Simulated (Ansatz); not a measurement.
Basis-set extrapolation for BH$_{3}$NO, SMILES `N[B]O` radical (PBE0-D4/def2-TZVP geometry, frozen core, Ansatz 0.2.0). Multiplicity 2, UHF reference.

```json
{"": "HF", "def2-TZVPP": "-155.851237", "def2-QZVPP": "-155.859029"}
{"": "MP2 correlation", "def2-TZVPP": "-0.528120", "def2-QZVPP": "-0.568772"}
{"": "CCSD(T) correlation", "def2-TZVPP": "-0.563661", "def2-QZVPP": "not run"}
```

Energies in hartree. Use E(X) = E(∞) + A·exp(−7.88·√X) for Hartree–Fock and E(X) = E(∞) + B·X^(−2.97) for correlation, with X = 3 and 4, and add CCSD(T) minus MP2 of the smaller set to the MP2 limit.

Question: What is the CCSD(T) energy at the basis-set limit?

Answer: HF limit: -155.859029 + (-0.007792) × 0.13774 = -155.86010. MP2 limit: -0.568772 + (-0.040652) × 0.74074 = -0.59888. Higher-order term: -0.563661 − (-0.528120) = -0.03554. Total: -156.49452 hartree, 209.0 kJ/mol below CCSD(T)/def2-TZVPP.
